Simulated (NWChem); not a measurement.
Correlation energy of Na (+1)

```
Na
```
Charge +1, spin multiplicity 1.

All runs are NWChem calculations.

Basis set: def2-QZVP. Each correlation energy counts from its own Hartree-Fock reference.

The correlated methods keep 1 core orbital frozen. Coupled-cluster values serve here as a point of comparison, not as the truth.

Problem. One of these methods gave a correlation energy of -134.8 mHa. Which?
(A) CCSD
(B) MP2
(C) CR-CCSD[T]
(D) SCS-MP2

Solution. B, MP2. The others give -130.1 (SCS-MP2), -141.8 (CR-CCSD[T]), -140.1 (CCSD).
